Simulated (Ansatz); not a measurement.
**C₂H₄ (singlet): from Hartree-Fock to the top rungs, 6-31G**

An exercise on one series of results from a longer session: the logs are not shown, and one member is left open.

Method: 6-31G, core rule «outside noble gas», up to 2 orbitals frozen; program: Ansatz 0.2.0, Gaussian basis.

The runs, in order: UHF; CCSD(T) on RHF; CCSD(T) on UHF; BCCD(T) on RHF; CISD; CCSDT(Q) on RHF; CCSDT(Q) on UHF; CISDTQ; CCSDTQ on RHF; CCSDTQ on UHF; CASSCF and MRCISD+Q, 12 electrons in 12 orbitals; CASSCF and NEVPT2, 12 electrons in 12 orbitals.

15 further runs of the same task are left out: 2 that didn't finish, 13 set aside as unsound or not needed.

## What is computed

The geometry is an MP2(full)/6-31G* stationary point (not a proven minimum).

6 atoms, charge 0, spin multiplicity 1.

Atoms are counted from 1 here; the program's logs count them from 0.

Bond lengths: C1–C2 1.335 Å, C1–H3 1.085 Å, C1–H4 1.085 Å, C2–H5 1.085 Å, C2–H6 1.085 Å. Angles: C2–C1–H3 121.7°, C2–C1–H4 121.7°, H3–C1–H4 116.6°, C1–C2–H5 121.7°, C1–C2–H6 121.7°, H5–C2–H6 116.6°.

The first run:

The input, in.yaml:

```yaml
crystal:
  periodic: [false, false, false]
  atoms:
    - {symbol: C, position_ang: [0.000000, 0.000000, 0.667480]}
    - {symbol: C, position_ang: [0.000000, 0.000000, -0.667480]}
    - {symbol: H, position_ang: [0.000000, 0.922832, 1.237695]}
    - {symbol: H, position_ang: [0.000000, -0.922832, 1.237695]}
    - {symbol: H, position_ang: [0.000000, 0.922832, -1.237695]}
    - {symbol: H, position_ang: [0.000000, -0.922832, -1.237695]}
basis:
  gaussian: {orbitals: 6-31G}
magnetization: {spin_polarized: true, initial_magnetization: 0}
hamiltonian: {xc: hf}
output: {orbitals: {seedname: orbitals}}
```

On the command line:

```sh
$ ansatz run in.yaml --threads 1 --pin off --events-out ev --progress --plain --max-ram 2880MiB --backend cpu
```

Among the steps run: UHF; CCSD(T) on RHF; CCSD(T) on UHF; BCCD(T) on RHF; CISD; CCSDT(Q) on RHF; CCSDT(Q) on UHF; CISDTQ; CCSDTQ on RHF; CCSDTQ on UHF; CASSCF and MRCISD+Q, 12 electrons in 12 orbitals; CASSCF and NEVPT2, 12 electrons in 12 orbitals.

One of the session's tables, all rows but one given; the rest of the session is left out.

It belongs to the step «Misses and costs». 

```
          method  from RCCSDTQ (kJ/mol)
             RHF                 +559.9
             UHF                 +559.4
            RMP2                  +87.5
            CISD                  +56.0
           RCCSD                  +15.5
        RCCSD(T)                   +1.8
         BCCD(T)                   +1.8
          RCCSDT                      ?
          CISDTQ                   +3.1
       RCCSDT(Q)                   -0.1
         RCCSDTQ                      0
  CASSCF valence                 +165.7
  NEVPT2 valence                  +35.5
  MRCISD valence                   +5.6
MRCISD+Q valence                   +1.2
```

Estimate the missing values for RCCSDT.

As computed: from RCCSDTQ (kJ/mol): +0.9. In the column «from RCCSDTQ (kJ/mol)» it lies between RCCSDTQ (0) and MRCISD+Q valence (+1.2).
